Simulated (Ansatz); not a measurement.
C3H10Si can be A, `C[SiH](C)C`, or B, `CC(C)[SiH3]`.

Program: Ansatz. Geometries: PBE0-D4/def2-TZVP. ΔE: electronic, gas phase. CBS: MP2 limit from def2 TZ/QZ plus the TZ coupled-cluster correction, frozen cores. DFT in def2-TZVPP. B3LYP here is the variant with VWN-RPA as its local correlation; programs differ in this.

(1) Which is lower in electronic energy at CCSD(T)/CBS, and by how much? (Best estimate.)

(2) Give E(B) − E(A) in kcal/mol with B3LYP-D4, PBE0-D4, r2SCAN-D4, LDA (SPW92), CCSD(T)/def2-TZVPP, MP2/def2-TZVPP, ωB97M-V. (Best estimate.)

(3) Does the order hold for the free energy at 298.15 K (harmonic terms from PBE0-D4)? (Best estimate.)

Largest T1 diagnostic: 0.010.

## Answers

(1) The calculation gave: A, by 23.6 kcal/mol.

(2) The calculation gave: B3LYP-D4 23.7, PBE0-D4 23.9, r2SCAN-D4 25.4, LDA (SPW92) 22.3, CCSD(T)/def2-TZVPP 22.8, MP2/def2-TZVPP 23.6, ωB97M-V 24.4. None reverses the order clearly.

(3) Ansatz gave: Yes: G(B) − G(A) = +23.1 kcal/mol.

Leaving LDA and LC-ωPBE aside and taking each functional with its dispersion term where it has one, the values, not all of them listed here, spread over 2.6 kcal/mol, from revPBE-D4 to r2SCAN-D4. LDA lies −1.7 kcal/mol from PBE without D4. At CCSD(T), def2-SVP lies −7.1 kcal/mol from the extrapolated value and def2-TZVPP −0.8 kcal/mol.
